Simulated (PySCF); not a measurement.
isobutene cation (C4H8), SMILES C=C(C)C (connectivity only; charge and spin as stated), charge +1, multiplicity 2. Atoms are numbered in the order given.

```xyz
12

C     -1.2771     0.0184    -0.6739
C      0.0000     0.0000     0.0573
C      1.2771    -0.0184    -0.6739
C      0.0000     0.0000     1.4854
H     -1.1868     0.4840    -1.6667
H     -1.5279    -1.0516    -0.8696
H     -2.1120     0.4371    -0.0951
H      1.5279     1.0516    -0.8696
H      2.1120    -0.4371    -0.0951
H      1.1868    -0.4840    -1.6667
H      0.9396     0.0344     2.0466
H     -0.9396    -0.0344     2.0466
```
Charge +1, spin multiplicity 2.

The structure is a stationary point at TPSSh-D3(BJ)/def2-SVP. The multiplicity is an assumed one; no other spin state was optimised.

Computed with TDA-B3LYP/def2-SVPD run with PySCF.

Vertical excitations. The molecule is in vacuum.

```csv
state,energy (eV),λ (nm),f,main pairs
root 1,3.45,359,0.000,"β HOMO→LUMO 77 %, β HOMO−3→LUMO 22 %"
root 2,3.58,347,0.002,"β HOMO−1→LUMO 77 %, β HOMO−2→LUMO 20 %"
root 3,3.90,318,0.001,"β HOMO−3→LUMO 76 %, β HOMO→LUMO 22 %"
root 4,4.31,288,0.066,"β HOMO−2→LUMO 77 %, β HOMO−1→LUMO 20 %"
root 5,5.40,230,0.015,"α HOMO→LUMO 46 %, β HOMO−4→LUMO 50 %"
root 6,5.79,214,0.198,"α HOMO→LUMO 37 %, β HOMO−4→LUMO 42 %, β HOMO−6→LUMO 15 %"
root 7,5.96,208,0.002,β HOMO−5→LUMO 96 %
root 8,6.03,206,0.056,"α HOMO→LUMO 12 %, β HOMO−6→LUMO 73 %"
root 9,6.87,180,0.001,α HOMO−1→LUMO 83 %
root 10,7.04,176,0.001,α HOMO−2→LUMO 90 %
```
Unrestricted roots are not spin-pure.
